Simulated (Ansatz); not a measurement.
# CH₂Al (quartet): wave-function methods side by side, 6-31G

How much of the correlation energy of CH₂Al (quartet) does each wave-function method recover here?

The runs use Ansatz 0.2.0, Gaussian basis; 6-31G, core rule «outside noble gas», up to 6 orbitals frozen.

To be run: UHF; CCSD(T) on ROHF; CCSD(T) on UHF; BCCD(T) on ROHF; CISD; CCSDT(Q) on ROHF; CCSDT(Q) on UHF; CISDTQ; CCSDTQ on ROHF; CCSDTQ on UHF; CASSCF and MRCISD+Q, 9 electrons in 10 orbitals; CASSCF and NEVPT2, 9 electrons in 10 orbitals; Full CI.

10 further runs of the same task are left out: 5 for a known fault of the program, 5 set aside as unsound or not needed.

## (1) The geometry

The geometry is a PBE0/def2-TZVP stationary point (not a proven minimum) of the parent state, kept for this charge and spin.

4 atoms, charge 0, spin multiplicity 4.

Atoms are counted from 1 here; the program's logs count them from 0.

Bond lengths: Al1–C2 1.971 Å, C2–H3 1.094 Å, C2–H4 1.094 Å. Angles: Al1–C2–H3 125.0°, Al1–C2–H4 125.0°, H3–C2–H4 109.9°.

## (2) UHF

in.yaml reads:

```yaml
crystal:
  periodic: [false, false, false]
  atoms:
    - {symbol: Al, position_ang: [0.000000, 0.000000, 0.704959]}
    - {symbol: C, position_ang: [0.000000, 0.000000, -1.265754]}
    - {symbol: H, position_ang: [0.000000, -0.896128, -1.894102]}
    - {symbol: H, position_ang: [0.000000, 0.896128, -1.894102]}
basis:
  gaussian: {orbitals: 6-31G}
magnetization: {spin_polarized: true, initial_magnetization: 3}
hamiltonian: {xc: hf}
output: {orbitals: {seedname: orbitals}}
```

On the command line:

```console
$ ansatz run in.yaml --threads 1 --pin off --events-out ev --progress --plain --max-ram 4096MiB --backend cpu
```

The runs that follow: CCSD(T) on ROHF; CCSD(T) on UHF; BCCD(T) on ROHF; CISD; CCSDT(Q) on ROHF; CCSDT(Q) on UHF; CISDTQ; CCSDTQ on ROHF; CCSDTQ on UHF; CASSCF and MRCISD+Q, 9 electrons in 10 orbitals; CASSCF and NEVPT2, 9 electrons in 10 orbitals; Full CI.

**Question.** What will the summary of the whole plan be? Wanted: FCI below the RHF energy; RMP2 from FCI; UMP2 from FCI; RCCSD from FCI; RCCSD(T) from FCI; UCCSD(T) from FCI; RCCSDT(Q) from FCI; UCCSDT(Q) from FCI; NEVPT2 valence from FCI.

The runs gave:

| quantity | value |
| --- | --- |
| FCI below the RHF energy | -3.0758 eV |
| RMP2 from FCI | +649.7 meV |
| UMP2 from FCI | +642.8 meV |
| RCCSD from FCI | +83.5 meV |
| RCCSD(T) from FCI | +19.2 meV |
| UCCSD(T) from FCI | +18.7 meV |
| RCCSDT(Q) from FCI | +0.3 meV |
| UCCSDT(Q) from FCI | -0.6 meV |
| NEVPT2 valence from FCI | +271.9 meV |
| MRCISD+Q valence from FCI | +25.5 meV |
| levels within 1 kcal/mol (43 meV) | RCCSD(T), UCCSD(T), BCCD(T), RCCSDT, UCCSDT, CISDTQ, RCCSDT(Q), UCCSDT(Q), RCCSDTQ, UCCSDTQ, MRCISD+Q valence |
| T1 diagnostic | 0.025 |
| effectively unpaired electrons | 3.03 |

What this shows: RCCSD(T) lands +19.2 meV from the yardstick (0.6 % of the correlation energy). One determinant dominates. Of the multireference levels listed MRCISD+Q valence comes nearest in total energy (+25.5 meV), which doesn't show that its space is the better one. These misses are within one basis, not against nature; the frozen cores of restricted and unrestricted runs differ, which can shift their rows.
